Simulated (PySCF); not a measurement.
Method: B3LYP-D3(BJ)/def2-TZVP in PySCF. Isolated molecules, 0 K electronic values unless said otherwise. B3LYP has the VWN-RPA correlation part, as in Gaussian. 

Reference species (SMILES): `[F]` (neutral, multiplicity 2).

```json
{
 "dipole_moment": "0.00 D"
}
```

Changed species: `[GaH2]` (radical fragment; the reference has radical fragment).

### Question
Give the shifts of the dipole moment.

### Answer
the dipole moment goes up by 0.33 D, to 0.33 D.
